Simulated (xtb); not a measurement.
xtb single point, GFN2-xTB, ALPB implicit dichloromethane, on ethylene, C2H4 (SMILES C=C), charge 0, multiplicity 1.

```
xtb m.xyz --gfn 2 --chrg 0 --uhf 0 --norestart --sp --alpb ch2cl2

6

C     -0.657316    -0.000432     0.001169
C      0.659133    -0.000484     0.000794
H     -1.227578     0.914594    -0.001169
H     -1.230581    -0.913119     0.000288
H      1.229883    -0.914594    -0.001069
H      1.230581     0.913346     0.000390
```

It prints:

```

          ...................................................
          :                      SETUP                      :
          :.................................................:
          :  # basis functions                  12          :
          :  # atomic orbitals                  12          :
          :  # shells                            8          :
          :  # electrons                        12          :
          :  max. iterations                   250          :
          :  Hamiltonian                  GFN2-xTB          :
          :  restarted?                      false          :
          :  GBSA solvation                   true          :
          :  PC potential                    false          :
          :  electronic temp.          300.0000000     K    :
          :  accuracy                    1.0000000          :
          :  -> integral cutoff          0.2500000E+02      :
          :  -> integral neglect         0.1000000E-07      :
          :  -> SCF convergence          0.1000000E-05 Eh   :
          :  -> wf. convergence          0.1000000E-03 e    :
          :  Broyden damping             0.4000000          :
          :  net charge                          0          :
          :  unpaired electrons                  0          :
          ...................................................

 iter      E             dE          RMSdq      gap      omega  full diag
   1     -6.3866864 -0.638669E+01  0.522E+00    5.73       0.0  T
   2     -6.4000955 -0.134091E-01  0.311E+00    5.71       1.0  T
   3     -6.4005786 -0.483096E-03  0.748E-01    5.68       1.0  T
   4     -6.4007920 -0.213379E-03  0.758E-02    5.68       1.0  T
   5     -6.4007916  0.346565E-06  0.148E-02    5.68       2.8  T
   6     -6.4007921 -0.456840E-06  0.427E-03    5.68       9.6  T
   7     -6.4007922 -0.693480E-07  0.116E-03    5.68      35.1  T
   8     -6.4007922 -0.900402E-09  0.192E-04    5.68     212.7  T
   9     -6.4007922 -0.787104E-10  0.126E-06    5.68   32457.0  T

   *** convergence criteria satisfied after 9 iterations ***

         #    Occupation            Energy/Eh            Energy/eV
      -------------------------------------------------------------
         1        2.0000           -0.6101975             -16.6043
         2        2.0000           -0.5501062             -14.9692
         3        2.0000           -0.5066588             -13.7869
         4        2.0000           -0.4720658             -12.8456
         5        2.0000           -0.4317292             -11.7479
         6        2.0000           -0.4165164             -11.3340 (HOMO)
         7                         -0.2079164              -5.6577 (LUMO)
         8                          0.1410995               3.8395
         9                          0.1577195               4.2918
        10                          0.2033839               5.5344
        11                          0.4388310              11.9412
        12                          0.6048780              16.4596
      -------------------------------------------------------------
                  HL-Gap            0.2086000 Eh            5.6763 eV
             Fermi-level           -0.3122164 Eh           -8.4958 eV


         :::::::::::::::::::::::::::::::::::::::::::::::::::::
         ::                     SUMMARY                     ::
         :::::::::::::::::::::::::::::::::::::::::::::::::::::
         :: total energy              -6.273326853174 Eh    ::
         :: total w/o Gsasa/hb        -6.271323864655 Eh    ::
         :: gradient norm              0.001002175867 Eh/a0 ::
         :: HOMO-LUMO gap              5.676294474715 eV    ::
         ::.................................................::
         :: SCC energy                -6.400792132356 Eh    ::
         :: -> isotropic ES            0.001345142458 Eh    ::
         :: -> anisotropic ES          0.001841976545 Eh    ::
         :: -> anisotropic XC          0.007611457305 Eh    ::
         :: -> dispersion             -0.001447417988 Eh    ::
         :: -> Gsolv                  -0.002068893745 Eh    ::
         ::    -> Gelec               -0.000065905226 Eh    ::
         ::    -> Gsasa               -0.006151685879 Eh    ::
         ::    -> Ghb                  0.000000000000 Eh    ::
         ::    -> Gshift               0.004148697361 Eh    ::
         :: repulsion energy           0.127465279183 Eh    ::
         :: add. restraining           0.000000000000 Eh    ::
         :: total charge               0.000000000000 e     ::
         :::::::::::::::::::::::::::::::::::::::::::::::::::::

           -------------------------------------------------
          |                Property Printout                |
           -------------------------------------------------

    * Orbital Energies and Occupations

         #    Occupation            Energy/Eh            Energy/eV
      -------------------------------------------------------------
         1        2.0000           -0.6101975             -16.6043
         2        2.0000           -0.5501062             -14.9692
         3        2.0000           -0.5066588             -13.7869
         4        2.0000           -0.4720658             -12.8456
         5        2.0000           -0.4317292             -11.7479
         6        2.0000           -0.4165164             -11.3340 (HOMO)
         7                         -0.2079164              -5.6577 (LUMO)
         8                          0.1410995               3.8395
         9                          0.1577195               4.2918
        10                          0.2033839               5.5344
        11                          0.4388310              11.9412
        12                          0.6048780              16.4596
      -------------------------------------------------------------
                  HL-Gap            0.2086000 Eh            5.6763 eV
             Fermi-level           -0.3122164 Eh           -8.4958 eV

     #   Z          covCN         q      C6AA      α(0)
     1   6 C        2.832    -0.079    29.955     8.969
     2   6 C        2.832    -0.079    29.956     8.969
     3   1 H        0.926     0.039     2.459     2.452
     4   1 H        0.926     0.039     2.457     2.451
     5   1 H        0.926     0.039     2.457     2.451
     6   1 H        0.926     0.039     2.456     2.451

 Mol. C6AA /au·bohr⁶  :        296.238759
 Mol. C8AA /au·bohr⁸  :       6504.225395
 Mol. α(0) /au        :         27.743468

Wiberg/Mayer (AO) data.
largest (>0.10) Wiberg bond orders for each atom

 ---------------------------------------------------------------------------
     #   Z sym  total        # sym  WBO       # sym  WBO       # sym  WBO
 ---------------------------------------------------------------------------
     1   6 C    3.993 --     2 C    2.037     3 H    0.977     4 H    0.977
     2   6 C    3.993 --     1 C    2.037     5 H    0.977     6 H    0.977
     3   1 H    0.998 --     1 C    0.977
     4   1 H    0.998 --     1 C    0.977
     5   1 H    0.998 --     2 C    0.977
     6   1 H    0.998 --     2 C    0.977
 ---------------------------------------------------------------------------


molecular dipole:
                 x           y           z       tot (Debye)
 q only:        0.000      -0.000      -0.000
   full:        0.000       0.000      -0.001       0.003
molecular quadrupole (traceless):
                xx          xy          yy          xz          yz          zz
 q only:        0.372       0.002       0.166       0.000       0.000      -0.538
  q+dip:        1.274       0.006       1.022       0.001       0.000      -2.296
   full:        0.626       0.003       0.611       0.001       0.000      -1.237

           -------------------------------------------------
          | TOTAL ENERGY               -6.273326853174 Eh   |
          | GRADIENT NORM               0.001002175867 Eh/α |
          | HOMO-LUMO GAP               5.676294474715 eV   |
           -------------------------------------------------
```

The total energy is -170.71 eV, -0.06 eV from the same level's vacuum run.
